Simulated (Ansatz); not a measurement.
Bulk modulus (GPa) of solids drawn from the class of elemental solids other than molecular ones, at two levels: PBE (plane waves, PAW; Ansatz, an electronic-structure program), and PBE0 (Ansatz, PAW).

| solid | PBE | PBE0 | shift (%) |
|---|---|---|---|
| bcc Ba | 8.70 | 8.45 | -2.9 |
| fcc Rh | 257 | 294 | +14.4 |
| grey tin (α-Sn) | 35.1 | 43.8 | +25 |
| bcc V | 182 | 211 | +15.9 |
| fcc Au | 139 | 148 | +6.5 |
| bcc Li | 13.9 | 13.3 | -4.3 |
| fcc Pd | 168 | 176 | +4.8 |
| bcc W | 303 | 336 | +10.9 |
| bcc Fe | 197 | 170 | -13.7 |
| fcc Ir | 347 | 397 | +14.4 |

The shifts run from -13.7 % to +25 %, with a median of +8.7 %.

Over all 10 rows PBE0 is the larger in 7.

Ansatz's runs of these crystals have no spin polarisation, but for bcc Fe. Meta-GGA and hybrid levels favour moments, which can bear on fcc Rh, bcc V, fcc Pd, bcc Fe.

Density-functional runs with spin start from parallel moments for bcc Fe.

Spin–orbit coupling is left out, also for the solids with elements from indium on (bcc Ba, grey tin (α-Sn), fcc Au, bcc W, fcc Ir); its size isn't shown.

Each level is taken at its own relaxed cell. Ansatz's density-functional and Hartree–Fock values are scalar-relativistic unless marked +SOC, with PAW data made under PBE.
